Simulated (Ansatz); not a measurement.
Li3H6⁻, relaxed as a singlet with RKS PBE-D4/def2-TZVPD in Ansatz, starting from the GFN2-xTB geometry. Force threshold 0.02 eV/Å.

The highest occupied level of the charge -1 singlet lies above zero (up to 0.21 eV). The electron is either unbound and held by the finite basis, or the level is raised by self-interaction error. The structure comes from a short search, and lower isomers may exist.

Start:

Cartesian coordinates in Å:
```
Li -0.867 -0.338 1.100
Li 0.770 -0.556 -1.052
Li -1.006 1.148 -0.973
H -0.238 2.196 -0.291
H 1.399 -0.490 -2.376
H -1.753 -0.499 2.250
H 1.637 -0.305 1.187
H -0.928 -0.970 -0.593
H 0.985 -0.186 0.749
```

```
step  energy (eV)  largest force component (eV/Å)  SCF passes
   1    -707.1887                           1.697          24
   2    -707.7728                           0.746          25
   3    -708.0695                           0.336          26
   4    -708.1722                           0.318          26
   5    -708.2638                           1.161          26
   6    -708.3675                           0.684          25
   7    -708.4923                           0.323          25
   8    -708.6313                           0.348          25
   9    -708.7271                           0.153          26
  10    -708.7313                           0.134          26
  11    -708.7465                           0.075          25
  12    -708.7479                           0.015          26
```

Force components are those of the run's own axes.

End:

Cartesian coordinates in Å:
```
Li -1.213 0.110 1.028
Li 0.767 -1.137 -1.039
Li -0.331 0.843 -1.384
H -0.497 1.650 0.142
H 1.150 0.072 -2.217
H -1.740 -0.450 2.590
H 1.540 -0.422 0.916
H -0.889 -0.877 -0.663
H 1.213 0.211 0.627
```

Bonds lost: Li1–Li3, Li2–Li3, Li2–H9 (atoms count from 1). Bonds formed: Li3–H5 (atoms count from 1). The end holds 2 separate pieces.

No frequencies were taken in this run, so the end may be a saddle point.

Hardware: 4 threads of Arm Neoverse V2 on a shared host. Wall time 8 s.
